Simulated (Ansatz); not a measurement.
**C₅H₆O: one species, many methods**

How much do the methods differ for C₅H₆O? The plan is to run it at one geometry with functionals of several rungs and with coupled cluster. The yardstick is the atomisation energy at the CCSD(T) limit.

Computed with Ansatz 0.2.0, Gaussian basis. Level: functionals in def2-TZVPP, the program's frozen cores in correlated methods.

Plan: PBE-D4, r2SCAN-D4, PBE0-D4, B3LYP-D4, ωB97X-V, ωB97M-V, B2PLYP; CCSD(T)/def2-TZVPP; MP2/def2-QZVPP; extrapolation to the limit.

### 1 Structure used throughout

All runs share one geometry, relaxed beforehand with PBE0-D4 in a triple-zeta def2 set.

12 atoms, charge 0, spin multiplicity 1.

Atoms are counted from 1 here; the program's logs count them from 0.

Bond lengths: C1–C2 1.198 Å, C1–H7 1.064 Å, C2–C3 1.450 Å, C3–O4 1.415 Å, C3–H8 1.098 Å, C3–H9 1.098 Å, O4–C5 1.353 Å, C5–C6 1.324 Å, C5–H10 1.089 Å, C6–H11 1.083 Å, C6–H12 1.080 Å. Angles: C2–C1–H7 179.6°, C1–C2–C3 178.5°, C2–C3–O4 109.8°, C2–C3–H8 109.4°, C2–C3–H9 109.4°, O4–C3–H8 110.2°, O4–C3–H9 110.2°, H8–C3–H9 107.7°, C3–O4–C5 114.3°, O4–C5–C6 122.5°, O4–C5–H10 115.6°, C6–C5–H10 121.9°, C5–C6–H11 121.5°, C5–C6–H12 119.5°, H11–C6–H12 119.0°.

### 2 PBE-D4 (GGA)

Contents of in.yaml:

```yaml
crystal:
  periodic: [false, false, false]
  atoms:
    - {symbol: C, position_ang: [0.888566, 2.410250, 1.981135]}
    - {symbol: C, position_ang: [0.717848, 1.695583, 1.034390]}
    - {symbol: C, position_ang: [0.531022, 0.855977, -0.133308]}
    - {symbol: O, position_ang: [-0.224130, -0.288631, 0.214859]}
    - {symbol: C, position_ang: [-0.440781, -1.146352, -0.808679]}
    - {symbol: C, position_ang: [-1.153460, -2.254007, -0.670122]}
    - {symbol: H, position_ang: [1.035911, 3.039766, 2.826734]}
    - {symbol: H, position_ang: [1.511200, 0.558080, -0.529338]}
    - {symbol: H, position_ang: [0.014527, 1.428297, -0.915561]}
    - {symbol: H, position_ang: [0.013094, -0.868397, -1.758579]}
    - {symbol: H, position_ang: [-1.601770, -2.523077, 0.277775]}
    - {symbol: H, position_ang: [-1.292008, -2.907479, -1.519286]}
basis:
  gaussian: {orbitals: def2-TZVPP}
hamiltonian: {xc: pbe, dispersion: d4}
output: {forces: true, orbitals: {seedname: orbitals}}
```

Started as:

```
> ansatz run in.yaml --threads 4 --pin off --events-out ev --progress --plain --max-ram 10444MiB
```

After this run come: r2SCAN-D4 (meta-GGA); PBE0-D4 (hybrid); B3LYP-D4 (hybrid); ωB97X-V (range-separated); ωB97M-V (range-separated); B2PLYP (double hybrid); CCSD(T) in def2-TZVPP; MP2 in def2-QZVPP.

Before running them: what should the planned runs give, taken together? Wanted: atomisation energy, CCSD(T)/CBS; farthest; mean size of error, hybrid; mean size of error, range-separated; gap, smallest and largest; T1 diagnostic; triples share of the correlation energy.

As calculated:

| quantity | value |
| --- | --- |
| atomisation energy, CCSD(T)/CBS | 53.420 eV |
| functionals within 0.267 eV (0.5 %) | B3LYP-D4, ωB97X-V, ωB97M-V |
| farthest | PBE-D4 (+1.963 eV) |
| mean size of error, hybrid | 0.384 eV |
| mean size of error, range-separated | 0.124 eV |
| gap, smallest and largest | 4.79 eV (PBE-D4), 11.56 eV (ωB97X-V) |
| T1 diagnostic | 0.0128 |
| triples share of the correlation energy | 4.5 % |

PBE-D4 is off by +1.963 eV. Double hybrids carry the basis error of their MP2 part in triple zeta, and no dispersion term here, so their miss is partly the set-up's. Misses under about 0.267 eV are within the doubt on the reference itself, which lacks core-valence correlation, relativity and higher excitations. Hartree-Fock recovers 72 % of the binding; the rest is correlation. Orbital gaps span 4.8 to 11.6 eV; exact exchange widens them.
